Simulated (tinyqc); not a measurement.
Worked calculation (part 1 of 2): RHF in the sto-6g basis, for BH3, spin multiplicity 1. Computed by tinyqc, a small Python program that keeps every step (integrals from PySCF). Settings: charge = 0, multiplicity = 1, basis = sto-6g, energy threshold = 1e-10, iteration cap = 69, orthogonalisation = canonical, start = atomic densities, DIIS depth = 0, method = RHF. Command: `OMP_NUM_THREADS=1 python tinyqc.py 20874 20875 out.jsonl` (the two numbers bound the seeds that draw the settings). One thread of a shared host (Intel(R) Xeon(R) Processor @ 2.60GHz), about 0.2 s of CPU time with the checks. Later iterations appear only in the table of the cycle.

## One-electron integrals

Geometry (angstrom):

| atom | x | y | z |
|---|---|---|---|
| B | 0.000000 | 0.000000 | 0.021000 |
| H | 1.400000 | 0.000000 | 0.000000 |
| H | -0.700000 | 1.212000 | 0.000000 |
| H | -0.700000 | -1.212000 | 0.000000 |

Basis sto-6g: exponents (1/bohr^2) and contraction coefficients of normalised primitives:

| element | l (shell) | exponent | coefficient |
|---|---|---|---|
| B | s (1) | 506.011147 | 0.009164 |
| B | s (1) | 92.776814 | 0.049362 |
| B | s (1) | 25.955658 | 0.168538 |
| B | s (1) | 8.916445 | 0.370563 |
| B | s (1) | 3.462507 | 0.416492 |
| B | s (1) | 1.426054 | 0.130334 |
| B | s (2) | 23.194575 | -0.013253 |
| B | s (2) | 4.590810 | -0.046992 |
| B | s (2) | 1.426819 | -0.033785 |
| B | s (2) | 0.548948 | 0.250242 |
| B | s (2) | 0.238410 | 0.595117 |
| B | s (2) | 0.109280 | 0.240706 |
| B | p (3) | 23.194575 | 0.003760 |
| B | p (3) | 4.590810 | 0.037679 |
| B | p (3) | 1.426819 | 0.173897 |
| B | p (3) | 0.548948 | 0.418036 |
| B | p (3) | 0.238410 | 0.425859 |
| B | p (3) | 0.109280 | 0.101708 |
| H | s (1) | 35.523221 | 0.009164 |
| H | s (1) | 6.513144 | 0.049361 |
| H | s (1) | 1.822143 | 0.168538 |
| H | s (1) | 0.625955 | 0.370563 |
| H | s (1) | 0.243077 | 0.416492 |
| H | s (1) | 0.100112 | 0.130334 |

Overlap, kinetic and nuclear-attraction integrals over the contracted functions; the nuclear repulsion is the sum of Za Zb / Rab.

nuclear repulsion = 6.32494104 hartree

overlap S, lower triangle:
```
           1B 1s     1B 2s     1B 2px     1B 2py     1B 2pz     2H 1s     3H 1s     4H 1s
1B 1s   1.000000
1B 2s   0.264891  1.000000
1B 2px  0.000000  0.000000   1.000000
1B 2py  0.000000  0.000000   0.000000   1.000000
1B 2pz  0.000000  0.000000   0.000000   0.000000   1.000000
2H 1s   0.042962  0.373972   0.411943   0.000000  -0.006179  1.000000
3H 1s   0.042999  0.374144  -0.206098   0.356845  -0.006183  0.059439  1.000000
4H 1s   0.042999  0.374144  -0.206098  -0.356845  -0.006183  0.059439  0.059505  1.000000
```

kinetic energy T (hartree), lower triangle:
```
            1B 1s     1B 2s     1B 2px     1B 2py     1B 2pz      2H 1s      3H 1s     4H 1s
1B 1s   10.947243
1B 2s   -0.333880  0.374498
1B 2px   0.000000  0.000000   1.125026
1B 2py   0.000000  0.000000   0.000000   1.125026
1B 2pz   0.000000  0.000000   0.000000   0.000000   1.125026
2H 1s   -0.011026  0.043982   0.141952   0.000000  -0.002129   0.768522
3H 1s   -0.011030  0.044046  -0.071063   0.123041  -0.002132  -0.010706   0.768522
4H 1s   -0.011030  0.044046  -0.071063  -0.123041  -0.002132  -0.010706  -0.010711  0.768522
```

nuclear attraction V (hartree), lower triangle:
```
             1B 1s      1B 2s     1B 2px     1B 2py     1B 2pz      2H 1s      3H 1s      4H 1s
1B 1s   -24.525748
1B 2s    -3.044583  -4.866524
1B 2px    0.000011   0.000089  -4.910527
1B 2py    0.000000   0.000000   0.000000  -4.910531
1B 2pz    0.000635   0.005713  -0.000001   0.000000  -4.777996
2H 1s    -0.540893  -1.515345  -1.575891   0.000000   0.024511  -3.554291
3H 1s    -0.541364  -1.516229   0.788557  -1.365300   0.024530  -0.226467  -3.554838
4H 1s    -0.541364  -1.516229   0.788557   1.365300   0.024530  -0.226467  -0.226724  -3.554838
```

core Hamiltonian H = T + V (hartree), lower triangle:
```
             1B 1s      1B 2s     1B 2px     1B 2py     1B 2pz      2H 1s      3H 1s      4H 1s
1B 1s   -13.578505
1B 2s    -3.378463  -4.492026
1B 2px    0.000011   0.000089  -3.785501
1B 2py    0.000000   0.000000   0.000000  -3.785504
1B 2pz    0.000635   0.005713  -0.000001   0.000000  -3.652969
2H 1s    -0.551919  -1.471364  -1.433939   0.000000   0.022382  -2.785769
3H 1s    -0.552394  -1.472183   0.717493  -1.242260   0.022398  -0.237173  -2.786316
4H 1s    -0.552394  -1.472183   0.717493   1.242260   0.022398  -0.237173  -0.237435  -2.786316
```

## Two-electron integrals

Functions are numbered as in S; the eight-fold symmetry (ij|kl) = (ji|kl) = (kl|ij) leaves the list below.

Two-electron integrals (ij|kl) in chemists' order, unique and non-zero (hartree):
```
(11|11) 2.924993    (21|11) 0.480756    (21|21) 0.099484    (22|11) 0.743449
(22|21) 0.188967    (22|22) 0.544922    (31|31) 0.021096    (32|31) 0.030854
(32|32) 0.120443    (33|11) 0.743450    (33|21) 0.188967    (33|22) 0.544922
(33|33) 0.587109    (41|41) 0.021096    (42|41) 0.030854    (42|42) 0.120443
(43|43) 0.031641    (44|11) 0.743450    (44|21) 0.188967    (44|22) 0.544922
(44|33) 0.523827    (44|44) 0.587109    (51|51) 0.021096    (52|51) 0.030854
(52|52) 0.120443    (53|53) 0.031641    (54|54) 0.031641    (55|11) 0.743450
(55|21) 0.188967    (55|22) 0.544922    (55|33) 0.523827    (55|44) 0.523827
(55|55) 0.587109    (61|11) 0.080554    (61|21) 0.016160    (61|22) 0.030478
(61|31) 0.001271    (61|32) 0.002437    (61|33) 0.030808    (61|44) 0.030313
(61|51) -0.000019   (61|52) -0.000037   (61|53) -0.000007   (61|55) 0.030313
(61|61) 0.002724    (62|11) 0.207117    (62|21) 0.053631    (62|22) 0.171890
(62|31) 0.006264    (62|32) 0.037935    (62|33) 0.181904    (62|44) 0.166882
(62|51) -0.000094   (62|52) -0.000569   (62|53) -0.000225   (62|55) 0.166885
(62|61) 0.009276    (62|62) 0.077736    (63|11) 0.201533    (63|21) 0.052886
(63|22) 0.178290    (63|31) 0.010619    (63|32) 0.060537    (63|33) 0.196827
(63|44) 0.169020    (63|51) -0.000078   (63|52) -0.000532   (63|53) -0.000313
(63|55) 0.169023    (63|61) 0.009581    (63|62) 0.094088    (63|63) 0.119646
(64|41) 0.005401    (64|42) 0.025052    (64|43) 0.006956    (64|54) -0.000104
(64|64) 0.008111    (65|11) -0.003023   (65|21) -0.000793   (65|22) -0.002674
(65|31) -0.000078   (65|32) -0.000532   (65|33) -0.002744   (65|44) -0.002535
(65|51) 0.005402    (65|52) 0.025060    (65|53) 0.006959    (65|55) -0.002744
(65|61) -0.000144   (65|62) -0.001411   (65|63) -0.001673   (65|65) 0.008136
(66|11) 0.375389    (66|21) 0.099195    (66|22) 0.359597    (66|31) 0.013281
(66|32) 0.108061    (66|33) 0.400812    (66|44) 0.338982    (66|51) -0.000199
(66|52) -0.001621   (66|53) -0.000927   (66|55) 0.338996    (66|61) 0.017500
(66|62) 0.213612    (66|63) 0.280059    (66|65) -0.004201   (66|66) 0.774999
(71|11) 0.080624    (71|21) 0.016174    (71|22) 0.030504    (71|31) -0.000636
(71|32) -0.001220   (71|33) 0.030463    (71|41) 0.001101    (71|42) 0.002112
(71|43) -0.000215   (71|44) 0.030711    (71|51) -0.000019   (71|52) -0.000037
(71|53) 3.72e-06    (71|54) -0.000006   (71|55) 0.030339    (71|61) 0.002598
(71|62) 0.008400    (71|63) 0.008103    (71|64) 0.000349    (71|65) -0.000131
(71|66) 0.015469    (71|71) 0.002728    (72|11) 0.207240    (72|21) 0.053663
(72|22) 0.171985    (72|31) -0.003135   (72|32) -0.018982   (72|33) 0.170733
(72|41) 0.005427    (72|42) 0.032866    (72|43) -0.006509   (72|44) 0.178244
(72|51) -0.000094   (72|52) -0.000569   (72|53) 0.000113    (72|54) -0.000195
(72|55) 0.166978    (72|61) 0.008398    (72|62) 0.049442    (72|63) 0.048398
(72|64) 0.005834    (72|65) -0.000878   (72|66) 0.102256    (72|71) 0.009289
(72|72) 0.077813    (73|11) -0.100843   (73|21) -0.026463   (73|22) -0.089209
(73|31) 0.006711    (73|32) 0.033948    (73|33) -0.093271   (73|41) -0.002261
(73|42) -0.015375   (73|43) 0.009038    (73|44) -0.089784   (73|51) 0.000039
(73|52) 0.000266    (73|53) -0.000157   (73|54) 0.000090    (73|55) -0.084572
(73|61) -0.003749   (73|62) -0.019150   (73|63) -0.015107   (73|64) -0.001554
(73|65) 0.000336    (73|66) -0.036033   (73|71) -0.004798   (73|72) -0.047099
(73|73) 0.036041    (74|11) 0.174602    (74|21) 0.045818    (74|22) 0.154459
(74|31) -0.002261   (74|32) -0.015375   (74|33) 0.149439    (74|41) 0.009320
(74|42) 0.051689    (74|43) -0.008694   (74|44) 0.167508    (74|51) -0.000068
(74|52) -0.000461   (74|53) 0.000090    (74|54) -0.000261   (74|55) 0.146431
(74|61) 0.007188    (74|62) 0.044823    (74|63) 0.043840    (74|64) 0.009314
(74|65) -0.000780   (74|66) 0.093405    (74|71) 0.008308    (74|72) 0.081548
(74|73) -0.048343   (74|74) 0.091823    (75|11) -0.003025   (75|21) -0.000794
(75|22) -0.002676   (75|31) 0.000039    (75|32) 0.000266    (75|33) -0.002589
(75|41) -0.000068   (75|42) -0.000461   (75|43) 0.000090    (75|44) -0.002694
(75|51) 0.005406    (75|52) 0.025077    (75|53) -0.003482   (75|54) 0.006030
(75|55) -0.002746   (75|61) -0.000131   (75|62) -0.000878   (75|63) -0.000844
(75|64) -0.000099   (75|65) 0.004609    (75|66) -0.001887   (75|71) -0.000144
(75|72) -0.001413   (75|73) 0.000838    (75|74) -0.001450   (75|75) 0.008145
(76|11) 0.030857    (76|21) 0.007997    (76|22) 0.026111    (76|31) 0.000390
(76|32) 0.002413    (76|33) 0.026364    (76|41) 0.000676    (76|42) 0.004179
(76|43) 0.000235    (76|44) 0.026635    (76|51) -0.000023   (76|52) -0.000145
(76|53) -0.000022   (76|54) -0.000037   (76|55) 0.025335    (76|61) 0.001330
(76|62) 0.009961    (76|63) 0.011233    (76|64) 0.001078    (76|65) -0.000197
(76|66) 0.024768    (76|71) 0.001331    (76|72) 0.009965    (76|73) -0.004685
(76|74) 0.010270    (76|75) -0.000197   (76|76) 0.001649    (77|11) 0.375486
(77|21) 0.099221    (77|22) 0.359673    (77|31) -0.006645   (77|32) -0.054061
(77|33) 0.354523    (77|41) 0.011506    (77|42) 0.093603    (77|43) -0.026787
(77|44) 0.385431    (77|51) -0.000199   (77|52) -0.001622   (77|53) 0.000464
(77|54) -0.000804   (77|55) 0.339066    (77|61) 0.015460    (77|62) 0.102219
(77|63) 0.098880    (77|64) 0.015506    (77|65) -0.001886   (77|66) 0.218087
(77|71) 0.017520    (77|72) 0.213729    (77|73) -0.140133   (77|74) 0.242631
(77|75) -0.004204   (77|76) 0.024768    (77|77) 0.774999    (81|11) 0.080624
(81|21) 0.016174    (81|22) 0.030504    (81|31) -0.000636   (81|32) -0.001220
(81|33) 0.030463    (81|41) -0.001101   (81|42) -0.002112   (81|43) 0.000215
(81|44) 0.030711    (81|51) -0.000019   (81|52) -0.000037   (81|53) 3.72e-06
(81|54) 0.000006    (81|55) 0.030339    (81|61) 0.002598    (81|62) 0.008400
(81|63) 0.008103    (81|64) -0.000349   (81|65) -0.000131   (81|66) 0.015469
(81|71) 0.002600    (81|72) 0.008405    (81|73) -0.004357   (81|74) 0.006845
(81|75) -0.000131   (81|76) 0.001230    (81|77) 0.015474    (81|81) 0.002728
(82|11) 0.207240    (82|21) 0.053663    (82|22) 0.171985    (82|31) -0.003135
(82|32) -0.018982   (82|33) 0.170733    (82|41) -0.005427   (82|42) -0.032866
(82|43) 0.006509    (82|44) 0.178244    (82|51) -0.000094   (82|52) -0.000569
(82|53) 0.000113    (82|54) 0.000195    (82|55) 0.166978    (82|61) 0.008398
(82|62) 0.049442    (82|63) 0.048398    (82|64) -0.005834   (82|65) -0.000878
(82|66) 0.102256    (82|71) 0.008405    (82|72) 0.049473    (82|73) -0.029276
(82|74) 0.039012    (82|75) -0.000878   (82|76) 0.007061    (82|77) 0.102284
(82|81) 0.009289    (82|82) 0.077813    (83|11) -0.100843   (83|21) -0.026463
(83|22) -0.089209   (83|31) 0.006711    (83|32) 0.033948    (83|33) -0.093271
(83|41) 0.002261    (83|42) 0.015375    (83|43) -0.009038   (83|44) -0.089784
(83|51) 0.000039    (83|52) 0.000266    (83|53) -0.000157   (83|54) -0.000090
(83|55) -0.084572   (83|61) -0.003749   (83|62) -0.019150   (83|63) -0.015107
(83|64) 0.001554    (83|65) 0.000336    (83|66) -0.036033   (83|71) -0.004357
(83|72) -0.029276   (83|73) 0.021546    (83|74) -0.022714   (83|75) 0.000508
(83|76) -0.003345   (83|77) -0.062924   (83|81) -0.004798   (83|82) -0.047099
(83|83) 0.036041    (84|11) -0.174602   (84|21) -0.045818   (84|22) -0.154459
(84|31) 0.002261    (84|32) 0.015375    (84|33) -0.149439   (84|41) 0.009320
(84|42) 0.051689    (84|43) -0.008694   (84|44) -0.167508   (84|51) 0.000068
(84|52) 0.000461    (84|53) -0.000090   (84|54) -0.000261   (84|55) -0.146431
(84|61) -0.007188   (84|62) -0.044823   (84|63) -0.043840   (84|64) 0.009314
(84|65) 0.000780    (84|66) -0.093405   (84|71) -0.006845   (84|72) -0.039012
(84|73) 0.022714    (84|74) -0.027315   (84|75) 0.000681    (84|76) -0.005792
(84|77) -0.077909   (84|81) -0.008308   (84|82) -0.081548   (84|83) 0.048343
(84|84) 0.091823    (85|11) -0.003025   (85|21) -0.000794   (85|22) -0.002676
(85|31) 0.000039    (85|32) 0.000266    (85|33) -0.002589   (85|41) 0.000068
(85|42) 0.000461    (85|43) -0.000090   (85|44) -0.002694   (85|51) 0.005406
(85|52) 0.025077    (85|53) -0.003482   (85|54) -0.006030   (85|55) -0.002746
(85|61) -0.000131   (85|62) -0.000878   (85|63) -0.000844   (85|64) 0.000099
(85|65) 0.004609    (85|66) -0.001887   (85|71) -0.000131   (85|72) -0.000878
(85|73) 0.000508    (85|74) -0.000681   (85|75) 0.004612    (85|76) -0.000135
(85|77) -0.001888   (85|81) -0.000144   (85|82) -0.001413   (85|83) 0.000838
(85|84) 0.001450    (85|85) 0.008145    (86|11) 0.030857    (86|21) 0.007997
(86|22) 0.026111    (86|31) 0.000390    (86|32) 0.002413    (86|33) 0.026364
(86|41) -0.000676   (86|42) -0.004179   (86|43) -0.000235   (86|44) 0.026635
(86|51) -0.000023   (86|52) -0.000145   (86|53) -0.000022   (86|54) 0.000037
(86|55) 0.025335    (86|61) 0.001330    (86|62) 0.009961    (86|63) 0.011233
(86|64) -0.001078   (86|65) -0.000197   (86|66) 0.024768    (86|71) 0.001230
(86|72) 0.007061    (86|73) -0.003345   (86|74) 0.005792    (86|75) -0.000135
(86|76) 0.001249    (86|77) 0.014443    (86|81) 0.001331    (86|82) 0.009965
(86|83) -0.004685   (86|84) -0.010270   (86|85) -0.000197   (86|86) 0.001649
(87|11) 0.030891    (87|21) 0.008005    (87|22) 0.026141    (87|31) -0.000781
(87|32) -0.004833   (87|33) 0.026802    (87|44) 0.026257    (87|51) -0.000023
(87|52) -0.000145   (87|53) 0.000043    (87|55) 0.025363    (87|61) 0.001230
(87|62) 0.007065    (87|63) 0.006692    (87|65) -0.000135   (87|66) 0.014456
(87|71) 0.001332    (87|72) 0.009977    (87|73) -0.006563   (87|74) 0.009202
(87|75) -0.000197   (87|76) 0.001250    (87|77) 0.024800    (87|81) 0.001332
(87|82) 0.009977    (87|83) -0.006563   (87|84) -0.009202   (87|85) -0.000197
(87|86) 0.001250    (87|87) 0.001653    (88|11) 0.375486    (88|21) 0.099221
(88|22) 0.359673    (88|31) -0.006645   (88|32) -0.054061   (88|33) 0.354523
(88|41) -0.011506   (88|42) -0.093603   (88|43) 0.026787    (88|44) 0.385431
(88|51) -0.000199   (88|52) -0.001622   (88|53) 0.000464    (88|54) 0.000804
(88|55) 0.339066    (88|61) 0.015460    (88|62) 0.102219    (88|63) 0.098880
(88|64) -0.015506   (88|65) -0.001886   (88|66) 0.218087    (88|71) 0.015474
(88|72) 0.102284    (88|73) -0.062924   (88|74) 0.077909    (88|75) -0.001888
(88|76) 0.014443    (88|77) 0.218146    (88|81) 0.017520    (88|82) 0.213729
(88|83) -0.140133   (88|84) -0.242631   (88|85) -0.004204   (88|86) 0.024768
(88|87) 0.024800    (88|88) 0.774999
```

## Orthogonalisation

S = U s U^T; canonical form X = U s^(-1/2), so that X^T S X = 1. Each column of U has its largest component positive (the first on a tie).

eigenvalues of S: 0.372638  0.464717  0.464789  0.964420  1.000461  1.475778  1.475794  1.781403

X:
```
                1          2          3          4          5          6          7          8
1B 1s   -0.393964   0.000000  -0.000593   0.936729   0.104671   0.000000   0.000168   0.218388
1B 2s    1.219740   0.000000   0.001398  -0.018466   0.012208   0.000000   0.000290   0.499872
1B 2px  -0.001466   0.000000   1.006246   0.000023  -0.000001   0.000000   0.598926  -0.000273
1B 2py   0.000000   1.006281   0.000000   0.000000   0.000000   0.598953   0.000000   0.000000
1B 2pz  -0.017407   0.000000  -0.000017  -0.114936   0.993279   0.000000  -0.000002  -0.007037
2H 1s   -0.587619   0.000000  -0.872048  -0.220606  -0.024711   0.000000   0.461232   0.296278
3H 1s   -0.589489  -0.754734   0.435034  -0.220469  -0.024696   0.399290  -0.230385   0.296614
4H 1s   -0.589489   0.754734   0.435034  -0.220469  -0.024696  -0.399290  -0.230385   0.296614
```

Within a degenerate level the vectors are fixed only up to a rotation; this is one choice.

## Starting guess

The start is atomic minimal-basis densities projected into this basis (PySCF's MINAO start) and scaled to the electron count of each spin; this density is not idempotent, so its energy is not variational and may lie below the converged one.

D at the start, lower triangle:
```
            1B 1s     1B 2s     1B 2px     1B 2py     1B 2pz     2H 1s     3H 1s     4H 1s
1B 1s    2.160656
1B 2s   -0.514581  1.951192
1B 2px  -0.000013  0.000042   0.272877
1B 2py   0.000000  0.000000   0.000000   0.272885
1B 2pz  -0.000676  0.002251   0.000000   0.000000   0.319850
2H 1s   -0.035444  0.137273   0.055567   0.000000  -0.000664  0.950878
3H 1s   -0.035453  0.137298  -0.027784   0.048114  -0.000664  0.017310  0.950854
4H 1s   -0.035453  0.137298  -0.027784  -0.048114  -0.000664  0.017310  0.017329  0.950854
```

## Iteration 1: building the Fock matrix

J_ij = sum D_kl (ij|kl), K_ij = sum D_kl (ik|jl); F = H + J - 0.5 K; E = tr D H + tr D J / 2 - 0.25 tr D K + E_nn.

Coulomb J (hartree), lower triangle:
```
            1B 1s      1B 2s     1B 2px     1B 2py     1B 2pz     2H 1s     3H 1s     4H 1s
1B 1s    9.214254
1B 2s    1.810883   4.170064
1B 2px  -0.000009  -0.000061   4.202097
1B 2py   0.000000   0.000000   0.000000   4.202084
1B 2pz  -0.000582  -0.004879   0.000001   0.000000   4.106006
2H 1s    0.298899   1.342565   1.412144   0.000000  -0.021983  3.039315
3H 1s    0.299159   1.343312  -0.706595   1.223396  -0.021999  0.203310  3.039790
4H 1s    0.299159   1.343312  -0.706595  -1.223396  -0.021999  0.203310  0.203541  3.039790
```

exchange K (hartree), lower triangle:
```
            1B 1s      1B 2s     1B 2px     1B 2py     1B 2pz     2H 1s     3H 1s     4H 1s
1B 1s    6.042151
1B 2s    1.040121   1.557898
1B 2px  -0.000017  -0.000111   0.677347
1B 2py   0.000000   0.000000   0.000000   0.677371
1B 2pz  -0.000550  -0.004523   0.000002   0.000000   0.499429
2H 1s    0.194210   0.669747   0.437296   0.000000  -0.007167  1.020082
3H 1s    0.194378   0.670096  -0.218823   0.378836  -0.007172  0.174314  1.020292
4H 1s    0.194378   0.670096  -0.218823  -0.378836  -0.007172  0.174314  0.174462  1.020292
```

Fock matrix F (hartree), lower triangle:
```
            1B 1s      1B 2s     1B 2px     1B 2py    1B 2pz      2H 1s      3H 1s      4H 1s
1B 1s   -7.385326
1B 2s   -2.087640  -1.100911
1B 2px   0.000011   0.000084   0.077923
1B 2py   0.000000   0.000000   0.000000   0.077894
1B 2pz   0.000329   0.003095  -0.000002   0.000000  0.203322
2H 1s   -0.350125  -0.463672  -0.240444   0.000000  0.003982  -0.256495
3H 1s   -0.350424  -0.463920   0.120310  -0.208282  0.003985  -0.121019  -0.256672
4H 1s   -0.350424  -0.463920   0.120310   0.208282  0.003985  -0.121019  -0.121126  -0.256672
```

total energy of this density = -25.86894303 hartree

This density is the starting one; it is not idempotent, so its energy is not variational and may lie below the converged one.
